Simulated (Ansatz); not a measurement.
Zinc-blende CdTe: PBE at its full settings (plane-wave cutoff 520 eV, 10×10×10 k mesh, Fermi–Dirac smearing 0.01 eV, scalar-relativistic PAW data made under PBE) and at cheaper ones, in a cell of 2 atoms with Γ-centred meshes.

```json
[
 {"level and setting": "PBE (Ansatz)", "lattice constant a (Å)": "6.618", "bulk modulus B0 (GPa)": "35.1"},
 {"level and setting": "PBE (4×4×4 k mesh) (Ansatz)", "lattice constant a (Å)": "6.629", "bulk modulus B0 (GPa)": "34.9"},
 {"level and setting": "PBE (6×6×6 k mesh) (Ansatz)", "lattice constant a (Å)": "6.619", "bulk modulus B0 (GPa)": "35.2"},
 {"level and setting": "PBE (Fermi-Dirac smearing of 0.3 eV) (Ansatz)", "lattice constant a (Å)": "6.624", "bulk modulus B0 (GPa)": "34.2"}
]
```

Largest shifts from the full settings: lattice constant a +0.17 % (PBE (4×4×4 k mesh)), against a difference of +2.13 % of the full result from the reference 6.48 Å (measured, room temperature, not corrected to a static lattice; as tabulated in Lucero et al. (2012), arXiv:1111.4515); bulk modulus -2.6 % (PBE (Fermi-Dirac smearing of 0.3 eV)), against a difference of -19.7 % of the full result from the reference 43.7 GPa (measured, room temperature, no zero-point or thermal correction, our sources range from 42.0 to 43.7; as tabulated in Elmahjoubi et al. (2023), arXiv:2303.01780).

The full settings aren't shown to be converged themselves.

Ansatz's density-functional and Hartree–Fock values are scalar-relativistic unless marked +SOC, with PAW data made under PBE.

Run with cheap settings on purpose, which may leave them unconverged: PBE (4×4×4 k mesh), PBE (6×6×6 k mesh), PBE (Fermi-Dirac smearing of 0.3 eV).

Ansatz is a first-principles code.
